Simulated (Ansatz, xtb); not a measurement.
Two isomers of C4H5+

Structure I: `C=C=C[CH2+]`, a singlet. Structure II: `C1=CC[CH+]1`, a singlet. Both are isolated ions in the gas phase, relaxed with PBE-D3(BJ)/def2-SVP; the shapes shown needn't be the lowest conformers.

I (Å):

```xyz
9

C    -3.5460   -0.2394    0.5719
C    -2.6018    0.5989    0.3134
C    -1.6006    1.5044    0.0237
C    -0.4155    1.4589    0.7323
H    -4.3297   -0.0140    1.3268
H    -3.6118   -1.2170    0.0475
H    -1.7660    2.2530   -0.7735
H     0.3976    2.1743    0.5162
H    -0.2510    0.7115    1.5279
```

II (Å):

```yaml
atoms:
  - { symbol: C, position_ang: [-0.5506, -0.6328, -0.1568] }
  - { symbol: C, position_ang: [-0.9322, 0.6787, 0.1308] }
  - { symbol: C, position_ang: [-1.3391, 0.5095, 1.5743] }
  - { symbol: C, position_ang: [-1.5068, -0.8018, 0.8460] }
  - { symbol: H, position_ang: [-0.1634, -1.1982, -1.0160] }
  - { symbol: H, position_ang: [-1.2591, 1.4637, -0.5800] }
  - { symbol: H, position_ang: [-2.2374, 1.0371, 1.9448] }
  - { symbol: H, position_ang: [-0.4933, 0.5249, 2.2857] }
  - { symbol: H, position_ang: [-2.3954, -1.4640, 0.8343] }
```

Q: Estimate which is lower in electronic energy at CCSD(T)/def2-TZVP, and by roughly how much.

A: The CCSD(T)/def2-TZVP calculation puts structure II lower, by 6.9 kcal/mol.

How the difference moves with the method:

```tsv
level	geometry	E(II) − E(I) (kcal/mol)	departure from the last row (kcal/mol)	job, with rough time for the two
PBE-D3(BJ)/def2-SVP	PBE-D3(BJ)/def2-SVP	−6.4	+0.5	optimisation, 13 s
HF/def2-TZVP	PBE-D3(BJ)/def2-SVP	−2.2	+4.7	part of the CCSD(T) run
MP2/def2-TZVP	PBE-D3(BJ)/def2-SVP	−11.6	−4.7	part of the CCSD(T) run
CCSD(T)/def2-TZVP	PBE-D3(BJ)/def2-SVP	−6.9		single point, 46 s
```

As drawn, II has 2 C–C in place of 1 C=C. Structure I has no ring, II a 4-membered ring.

None of the levels shown reverses the order. The largest departure from CCSD(T)/def2-TZVP is that of MP2/def2-TZVP, 4.7 kcal/mol. Levels run at GFN2-xTB geometries aren't shown.

With harmonic frequencies from PBE-D3(BJ)/def2-SVP (ideal gas, rigid rotor, one conformer each, 298.15 K, 1 atm): on the last row, ΔE + ΔZPE = −4.5, ΔH = −5.3, ΔG = −3.7 kcal/mol.

The correlated steps freeze 4 core orbitals. Codes used: Ansatz 0.2.0; the last row on 2 threads of Intel(R) Xeon(R) Processor @ 2.70GHz on a shared host.
